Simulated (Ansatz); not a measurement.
Geometry optimisation, RKS LDA/cc-pVDZ in Ansatz.

The input (input.yaml):

```yaml
crystal:
  periodic: [false, false, false]
  atoms:
    - { symbol: Al, position_ang: [0.0, 0.0, 0.0] }
    - { symbol: C, position_ang: [0.0, 0.0, 1.97] }
    - { symbol: H, position_ang: [-0.9996, -0.3092, 2.3405] }
    - { symbol: H, position_ang: [0.7676, -0.7111, 2.3405] }
    - { symbol: H, position_ang: [0.232, 1.0203, 2.3405] }
    - { symbol: H, position_ang: [1.351, 0.0, -0.78] }
    - { symbol: O, position_ang: [-1.5415, 0.0, -0.89] }
    - { symbol: H, position_ang: [-2.0512, -0.8467, -0.6815] }
basis:
  gaussian: { orbitals: cc-pVDZ }
hamiltonian:
  xc: lda
relax:
  f_tol: 0.02
  max_steps: 40
```

Run as:

```bash
$ ansatz run input.yaml --threads 1 --pin off --max-ram 2048MiB --backend cpu --events-out ev --progress --plain --runs-dir out
```

Q: Where does it end, and by what steps?

A: It converged. After 7 steps the energy has fallen by 0.282 eV; O7 moved furthest, 0.44 Å.

| step | energy less start (eV) | largest force component (eV/Å) | accepted |
| --- | --- | --- | --- |
| 0 | 0.0000 | 1.418 | yes |
| 1 | -0.0534 | 1.931 | yes |
| 2 | -0.1879 | 0.854 | yes |
| 3 | -0.1879 | 1.740 | no |
| 4 | -0.2435 | 0.567 | yes |
| 5 | -0.2750 | 0.211 | yes |
| 6 | -0.2806 | 0.101 | yes |
| 7 | -0.2820 | 0.018 | yes |

```xyz
8
Properties=species:S:1:pos:R:3
Al 0.041 -0.055 0.007
C -0.027 -0.027 1.955
H -1.026 -0.272 2.375
H 0.711 -0.747 2.377
H 0.268 0.980 2.330
H 1.353 0.221 -0.869
O -1.349 -0.383 -0.973
H -2.214 -0.564 -0.563
```

Time of the run: 11 s on 1 thread of Arm Neoverse V2, with other jobs on the host, peak memory 0.13 GiB.
